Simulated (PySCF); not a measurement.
Compound: C₃HCl₃.
Structure used (PBE0-D3(BJ)/def2-SVP), in Å, numbered top down from 1:
```xyz
7
C3HCl3 angstrom
C      1.7847   -0.2925   -0.1031
C      0.5922   -0.1054   -0.0401
C     -0.8360    0.1204    0.0344
Cl    -1.2331    0.9701    1.5510
Cl    -1.6964   -1.4428   -0.0054
Cl    -1.3641    1.1137   -1.3491
H      2.8446   -0.4656   -0.1563
```

Theory: core-valence-separated Tamm–Dancoff BHandHLYP/aug-pcX-1 (pcseg-1 on H, def2-SVPD on Cl) in PySCF, non-relativistic, gas phase, PBE0-D3(BJ)/def2-SVP geometry. No empirical shift is added; at this level the pattern usually sits a few eV under experiment.

What does the C 1s absorption edge look like?

```csv
E (eV),f,core hole on,main final orbital,polarisation
283.40,0.1346,C1,"LUMO+1/LUMO+2 (2 roots, f summed)",across the triple bond
283.55,0.0726,C2,"LUMO+1/LUMO+2 (2 roots, f summed)",across the triple bond
285.93,0.0039,C2,LUMO (88 %),along the triple bond
286.50,0.0078,C1,LUMO+3 (64 %),along the triple bond
286.88,0.0066,C1,LUMO (77 %),along the triple bond
287.42,0.0032,C2,LUMO+3 (61 %),along the triple bond
287.48,0.0292,C2,"spread (2 roots, f summed)",across the triple bond
287.65,0.0027,C1,LUMO+7 (32 %),along the triple bond
287.69,0.1581,C3,"LUMO+1/LUMO+2 (2 roots, f summed)",–
288.16,0.0046,C2,LUMO+4 (48 %),along the triple bond
```

The first line with a tenth or more of the strongest one's intensity is at 283.40 eV (f = 0.135, sum of 2), with the hole on C1 (terminal alkyne carbon), polarised across the triple bond: a 1s→π* resonance. The strongest listed is at 287.69 eV (f = 0.158, sum of 2; C3).

Roots within 0.03 eV whose holes lie on the same, on equivalent or on shared atoms are summed into one line, and the highest roots are left out, as the search may have cut off their partners. Final orbitals are the ground state's empty Kohn–Sham orbitals. A dash: too weak, shared between unlike atoms, or no plane or axis to refer to.

What is the summed oscillator strength of the listed C K lines, and their intensity-weighted mean energy?

Σf = 0.423 over 10 lines from 283.40 to 288.16 eV; the weighted mean is 285.55 eV. The strongest line holds 37 % of the sum.

The ionisation thresholds weren't computed; near and above them a finite basis only mimics Rydberg series and continuum.

On an Intel Xeon Platinum 8259CL at 2.50 GHz with one thread, shared host with 96 logical CPUs at a one-minute load of 38, this took 12 s and 0.76 GiB of memory at its peak.
